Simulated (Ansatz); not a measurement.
**Worked example: basis-set limit for O2 (oxygen)**

The species is O2 (2 atoms), meant as a triplet with charge 0. SMILES: `O=O`. The shape is that of a PBE0-D4/def2-TZVP optimisation.

```
atom    x (Å)    y (Å)    z (Å)
   O   0.5095  -0.1648   0.2625
   O  -0.5095   0.1648  -0.2625
```

CCSD(T) energies, 2 core orbitals frozen (Ansatz 0.2.0):

```
   basis  X  functions  Hartree–Fock (Eh)  correlation (Eh)
cc-pCVDZ  2         36        -149.630384         -0.360560
cc-pCVTZ  3         86        -149.678099         -0.458012
cc-pCVQZ  4        168        -149.689950         -0.486952
```

The correlation energy converges as X⁻³, the Hartree–Fock energy about exponentially.

Task: Extrapolate to the complete basis.

Result: 
1. Correlation: E(∞) = (4³ E(4) − 3³ E(3))/(4³ − 3³) = (64 × (-0.486952) − 27 × (-0.458012))/37 = -0.508070 Eh.
2. Hartree–Fock: successive steps shrink by 0.248; summing the geometric tail gives -149.689950 + (-0.011851) × 0.248/(1 − 0.248) = -149.693866 Eh.
3. Total: -149.693866 + (-0.508070) = -150.201936 Eh.
4. cc-pCVQZ holds 95.8 % of the extrapolated correlation energy, cc-pCVTZ 90.1 %.

This is an estimate of the method's limit, not an exact energy.
